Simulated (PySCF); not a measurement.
Runs that did not reach their result, on tetrahydrofuran (`O1CCCC1`) (driver script around PySCF, density fitting, GFN2-xTB geometry as the base; each input is a line of settings and coordinates in Å).

Command:
```bash
OMP_NUM_THREADS=1 python probes_run.py task.json out
```
Input:
```
{"job": {"kind": "nmr", "xc": "TPSS", "basis": "pcSseg-1", "pop": true, "scf": {"max_cycle": 99}}, "charge": 4, "multiplicity": 1}
C     -0.902973     0.363425    -0.463280
C      0.415718     0.992863    -0.020391
C      1.312347    -0.239712     0.098006
O      0.473846    -1.323755     0.464985
C     -0.886641    -0.948981     0.320376
H     -0.884898     0.164896    -1.535646
H     -1.772513     0.973056    -0.229593
H      0.297441     1.469655     0.953403
H      0.806543     1.720730    -0.727327
H      2.093066    -0.131706     0.855957
H      1.789050    -0.469115    -0.865653
H     -1.418057    -1.758675    -0.186658
H     -1.327316    -0.812196     1.318093
```

Output:
```
NotImplementedError: meta-GGA GIAO
```

Rough CPU time on one thread of a shared machine: about 60 s.

Q: Diagnose the run.

A: TPSS is a meta-GGA, and the driver's response routines have no gauge-including magnetic terms for that class; the run stopped after the SCF. The charge was set to +4 in place of 0. Use a GGA or a hybrid of one here, or a program that has the terms. This is a limit of the driver, not of the theory.

Input:
```
{"job": {"kind": "nmr", "xc": "KT3", "basis": "cc-pCVDZ", "pop": true, "scf": {"diis": false, "max_cycle": 72}}, "charge": 0, "multiplicity": 1}
(coordinates as above)
```

Output:
```
KeyError: 'Element h (Z=1) not found in basis cc-pCVDZ version 0'
```

Q: Diagnose the run.

A: The basis cc-pCVDZ in the Basis Set Exchange has no functions for hydrogen, so the input was refused before any integral. Choose a basis that covers all elements. The run gave no result.
